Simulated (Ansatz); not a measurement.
# CH₄BO, SMILES [BH]OC: a composite energy at a relaxed geometry

Program: the Python package of Ansatz (0.2.0).

Notebook, run cell by cell (the value of a cell's last expression is shown):

```python
import itertools

import ansatz as az
from ase.data import atomic_numbers, covalent_radii
import numpy as np
```

```python
mol = (
    az.Crystal.molecule()
    .atom("B", (-0.9765, -1.1932, -0.4088))
    .atom("O", (-0.5668, -0.3161, 0.6985))
    .atom("C", (0.5586, 0.381, 0.276))
    .atom("H", (-1.7242, -0.7057, -1.2062))
    .atom("H", (0.3809, 1.0589, -0.5803))
    .atom("H", (0.9396, 1.024, 1.1337))
    .atom("H", (1.4497, -0.3169, 0.0413))
)
```

```python
setup = (
    mol.calculation()
    .basis(gaussian="def2-SVP")
    .functional("r2SCAN")
    .spin("collinear", total=1)
)
symbols = [site.symbol for site in mol.cartesian_sites]
start = np.array([site.position_ang for site in mol.cartesian_sites], dtype=float)
report = setup.relax(force_tolerance=0.01).run(threads=1, backend="cpu").report
end = np.array(report["positions_ang"])
# pairs closer than 1.2 times the sum of covalent radii, before or after
radius = [covalent_radii[atomic_numbers[s]] for s in symbols]
span = lambda where, i, j: np.linalg.norm(where[i] - where[j])
bonded = [(i, j) for i, j in itertools.combinations(range(len(symbols)), 2) if min(span(start, i, j), span(end, i, j)) < 1.2 * (radius[i] + radius[j])]
print("pair        before    after (A)")
for i, j in bonded:
    print(f"{symbols[i]}{i}-{symbols[j]}{j}".ljust(10), f"{span(start, i, j):8.4f} {span(end, i, j):8.4f}")
```

    pair        before    after (A)
    B0-O1        1.4708   1.3253
    B0-H3        1.1969   1.2203
    O1-C2        1.3896   1.4289
    C2-H4        1.1065   1.1023
    C2-H5        1.1377   1.1000
    C2-H6        1.1559   1.1000

```python
minimum = az.Crystal.molecule()
for symbol, place in zip(symbols, end):
    minimum = minimum.atom(symbol, place.tolist())
at_minimum = minimum.calculation().spin("collinear", total=1)
# MP2 extrapolated to the basis limit, plus the small-basis difference CCSD(T) - MP2
level = lambda method, basis: at_minimum.basis(gaussian=basis).correlation(method).run(threads=1, backend="cpu").report
small, large, cluster = level("mp2", "cc-pVDZ"), level("mp2", "cc-pVTZ"), level("ccsd_t", "cc-pVDZ")
corr = lambda each: (each["free_energy_ev"] - each["reference_energy_ev"]) / 27.211386246
mp2_limit = (27 * corr(large) - 8 * corr(small)) / 19
pieces = {"HF / cc-pVTZ": large["reference_energy_ev"] / 27.211386246, "MP2 correlation, DZ-TZ limit": mp2_limit, "CCSD(T) - MP2 / cc-pVDZ": corr(cluster) - corr(small)}
for name, value in pieces.items():
    print(f"{name:32s} {value:14.6f} Ha")
print(f"{'sum':32s} {sum(pieces.values()):14.6f} Ha")
print("T1 diagnostic", round(cluster["correlation"]["coupled_cluster"]["t1_diagnostic"], 4))
```

    HF / cc-pVTZ                        -139.760117 Ha
    MP2 correlation, DZ-TZ limit          -0.530854 Ha
    CCSD(T) - MP2 / cc-pVDZ               -0.043676 Ha
    sum                                 -140.334646 Ha
    T1 diagnostic 0.0163

Total energies depend on the basis set; only differences at equal settings carry meaning. The sum leaves out core correlation, relativity, the Hartree-Fock basis error and zero-point energy; a DZ-TZ extrapolation is rough. The species is open-shell (spin multiplicity 2). Inner cores stay frozen, so this is valence correlation. An extrapolation from small basis sets is rough. It ran for 51 s on 1 thread of Arm Neoverse V1 (shared host), peak memory 0.35 GiB.
